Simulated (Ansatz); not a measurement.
## Two structures, one formula

Two relaxed structures of CH₃SSi (charge -1), singlet (PBE0-D4/def2-TZVPD; forces vanish, vibrations not checked).

A:

```
6
angstrom
C -0.7003 -1.0631 0.1990
Si 0.3967 0.3821 0.2399
S -1.4821 0.5564 -0.6642
H -0.4269 -1.7077 -0.6533
H 1.5703 0.7147 -0.6444
H 0.6423 1.1175 1.5230
```

B:

```xyz
6
angstrom
C -0.5677 -0.4419 -0.1416
Si 0.8621 -0.1818 0.8610
S -1.6595 0.7648 -0.8410
H -0.7675 -1.4433 -0.5290
H -2.8629 0.3783 -0.3510
H 0.7154 1.3426 1.0792
```

Program: Ansatz 0.2.0. Basis: def2-TZVPPD. Cores are frozen in the correlated methods. B3LYP uses VWN-RPA correlation.

Which structure is lower at CCSD(T), and by how much? (An estimate is asked for; the value comes from the calculation.)

Computed: B, by 1.64 kcal/mol (electronic energy, against the other). By their contacts, A is CH₃SSi ([CH]1[SiH2][S]1), total charge -1 and B is CH₃SSi ([SiH][CH][SH]), total charge -1.

Do the other methods give the same order? (Judge from chemistry; the calculation decides.)

The calculation gives: Not all: r2SCAN-D4, MP2 give the other order.

| method | E(B) − E(A) (kcal/mol) |
| --- | --- |
| PBE-D4 | -0.86 |
| r2SCAN-D4 | 1.76 |
| PBE0-D4 | -0.25 |
| B3LYP-D4 | -2.90 |
| wB97M-V | -1.03 |
| HF | -2.55 |
| MP2 | 1.31 |
| CCSD | -2.30 |
| CCSD(T) | -1.64 |

T1 diagnostic: at most 0.018. The restricted Hartree–Fock reference is unstable towards an unrestricted one at one or more of these structures.

Labels in which every atom is bracketed show which atoms are joined, not bond orders.

For scale, one of the runs: CCSD(T)/def2-TZVPPD, 187 basis functions, launched by `ansatz run in.yaml --threads 2 --pin off --events-out ev --progress --plain --max-ram 4352MiB`. The run took 41 s on 2 CPU threads of an Arm Neoverse V1 (shared host), with 1.8 GiB of host memory at its peak.
